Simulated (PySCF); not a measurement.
CN at M06-2X

Level: M06-2X. basis C def2-SVPD, N def2-SVPD; no relativity; PySCF 2.14.

For CN, the state is ²Σ⁺ (doublet), unpaired electrons σ ↑ and the bond length is 1.158 Å. The harmonic wavenumber is 2292 cm⁻¹ and the force constant is 20.0 mdyn/Å. The rotational constant Be is 1.947 cm⁻¹. The anharmonicity ωexe is 13.4 cm⁻¹, the vibration–rotation constant αe is 0.0158 cm⁻¹ and the well depth De to C + N is 748 kJ/mol. The dissociation energy D0 is 735 kJ/mol, the bond order (Mayer) is 2.91 and the dipole moment (positive dipole means C(−)N(+)) is -1.91 D.

The state was picked by a PBE0 search and need not be the measured ground state.
